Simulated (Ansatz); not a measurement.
# What a trial cell of Au2I3 relaxes into

All numbers below come from DFT PBE, scalar-relativistic, plane waves, PAW (Ansatz 0.2.0). Cutoff 420 eV, Γ-centred k mesh, Gaussian smearing, no spin polarisation in the final step.

The start puts Au2I3 on the A-type sesquioxide structure type (P-3m1, No. 164), with Au in place of La, I in place of O, at a guessed volume.

```yaml
crystal:
  lattice:
    - [4.92223, 0.00000, 0.00000]
    - [-2.46111, 4.26277, 0.00000]
    - [0.00000, 0.00000, 7.65819]
  atoms:
    - { symbol: Au, position: [0.33333, 0.66667, 0.24500] }
    - { symbol: Au, position: [0.66667, 0.33333, 0.75500] }
    - { symbol: I, position: [0.00000, 0.00000, 0.00000] }
    - { symbol: I, position: [0.33333, 0.66667, 0.64500] }
    - { symbol: I, position: [0.66667, 0.33333, 0.35500] }
```

Cell and atoms relax at zero pressure; the relaxation can't lower the symmetry of the start. After a coarse first stage the cell is made exact in the group found at 0.06 Å.

The zero of energy is the elements' standard structures at the same level; no fitted shifts are applied.

Question: Describe the relaxed structure.

Answer: It keeps P-3m1 (No. 164), but not the shape of the type it started on. Conventional cell: a = 4.301 Å, c = 10.452 Å. Around Au lie 3 I at 2.88 Å and 3 I at 3.08 Å; around I on Wyckoff site a (1 atom of the primitive cell) lie 6 Au at 3.08 Å; I on Wyckoff site d (2 atoms of the primitive cell) has 3 Au at 2.88 Å.

```xyz
5
Lattice="4.3010 0.0000 0.0000 -2.1505 3.7248 0.0000 0.0000 0.0000 10.4523" Properties=species:S:1:pos:R:3 pbc="T T T"
Au    0.0000    2.4832    1.8177
Au    2.1505    1.2416    8.6346
I     0.0000    0.0000    0.0000
I     0.0000    2.4832    7.1844
I     2.1505    1.2416    3.2678
```

Question: What are its volume, energy, density and gap?

Answer: The volume per atom is 33.5 Å³ and the density is 7.7 g/cm³. The energy over the elements is 0.08 eV/atom and the gap on the 12×12×4 mesh is 0 eV (a metal).

The final run used a 12×12×4 mesh on its 5-atom cell and 0.10 eV smearing. The k mesh leaves about 4 meV/atom of noise in metals. No dispersion correction is applied, so the spacing between layers, chains or molecules is poorly fixed, and with it the volume and density. Spin–orbit coupling is left out. Symmetry constrained the relaxation, so the result can be a saddle point.

Cost: 3 runs of about 7.6 core-minutes in all, on Arm Neoverse V1 (shared hosts).